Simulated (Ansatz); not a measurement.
**H2Si–As, doublet: the ladder up to RCCSDT(Q)**

Geometry: a PBE0/def2-TZVP stationary point for this spin, not checked as a minimum.

```xyz
4

Si    0.0000    0.0000    1.5272
As    0.0000    0.0000   -0.6362
H     0.0000    1.2259    2.3663
H     0.0000   -1.2259    2.3663
```

Basis cc-pVTZ; Ansatz 0.2.0. Correlated methods freeze the noble-gas cores and the filled d shells of p-block atoms, which leaves 11 electrons in 86 orbitals. Prefix R: restricted or restricted open-shell reference; prefix U: unrestricted. Active spaces: valence = (11e, 10o) chosen from the atoms' valence shells. No spin–orbit coupling is included, and no scalar relativity.

Full CI isn't at hand for all of this; RCCSDT(Q) serves as the reference, and is uncertain by about the last step of the cluster series. The frozen core follows each run's orbitals, which can shift R against U totals by a few meV for light atoms and by up to 0.1 eV past Ca.

The UHF ⟨S²⟩ is 1.177. The T1 diagnostic (RCCSD) is 0.0278 and the largest doubles amplitude (RCCSD) is 0.134.

```json
{"level": "RMP2", "E − E(RHF) (eV)": "-6.2334"}
{"level": "RCCSD", "E − E(RHF) (eV)": "-7.1341"}
{"level": "RCCSD(T)", "E − E(RHF) (eV)": "-7.4992"}
```

(1) Estimate how far RCCSDT(Q) in cc-pVTZ lies from RCCSD(T). The table doesn't fix it; the size of (T) and the diagnostics are the guide.

(1) RCCSDT(Q) in cc-pVTZ lies 6.5 kJ/mol below RCCSD(T), which is 18 % of the (T) step (-35.2 kJ/mol). A doubles amplitude is large, but (T) still catches most of what CCSD lacks. The miss exceeds 1 kcal/mol.

The other levels:

```json
{"level": "BCCD(T)", "E − E(RCCSDT(Q)) (kJ/mol)": "6.6", "share of correlation (%)": "99.09", "wall time": "13 s (H100)"}
{"level": "RCCSDT", "E − E(RCCSDT(Q)) (kJ/mol)": "2.4", "share of correlation (%)": "99.67", "wall time": "–"}
{"level": "CASSCF (valence space)", "E − E(RCCSDT(Q)) (kJ/mol)": "527.4", "share of correlation (%)": "27.76", "wall time": "–"}
{"level": "NEVPT2 (valence space)", "E − E(RCCSDT(Q)) (kJ/mol)": "129.3", "share of correlation (%)": "82.29", "wall time": "7.5 s (H100)"}
{"level": "MRCISD (valence space)", "E − E(RCCSDT(Q)) (kJ/mol)": "53.4", "share of correlation (%)": "92.68", "wall time": "–"}
{"level": "MRCISD+Q (valence space)", "E − E(RCCSDT(Q)) (kJ/mol)": "8.1", "share of correlation (%)": "98.89", "wall time": "9 s (H100)"}
```

The correlation energy at RCCSDT(Q), counted from RHF, is -7.566 eV. That run took 40 s on 2 threads of AMD EPYC 7R13 with a shared H100 80 GB, shared host.

Run but not shown, since their state, orbitals or frozen core can't be matched to the reference's or they repeat it: UHF, UMP2, UCCSD, UCCSD(T), UCCSDT, UCCSDT(Q).

Times hold each run's SCF and search for its determinant on a shared host, so for small cases they say little of a method's own cost.

Natural occupations of CASSCF (valence space) about the gap: 1.981 1.973 1.967 1.897 1.000 0.108 0.042 0.020 0.020; effectively unpaired electrons, Σ n²(2−n)², 1.10.

Atomization energy (electronic, same basis, no zero-point term; atoms at the same level, unrestricted beside the R rows where the molecule is a closed shell, but restricted open-shell past Ca, as are all atoms' steps beyond CCSDT(Q)) at RCCSDT(Q): 866.4 kJ/mol. Errors of other levels:

```tsv
level	error (kJ/mol)
RHF	-279.9
RMP2	-26.0
RCCSD	-23.5
RCCSD(T)	-2.7
BCCD(T)	-2.8
RCCSDT	-2.1
CASSCF (valence space)	-112.1
NEVPT2 (valence space)	-38.3
MRCISD (valence space)	-33.0
MRCISD+Q (valence space)	-10.0
```

This basis is far from its limit, so the value isn't to be set against a measured one. Truncated CI isn't size-consistent, which counts against it in atomization.
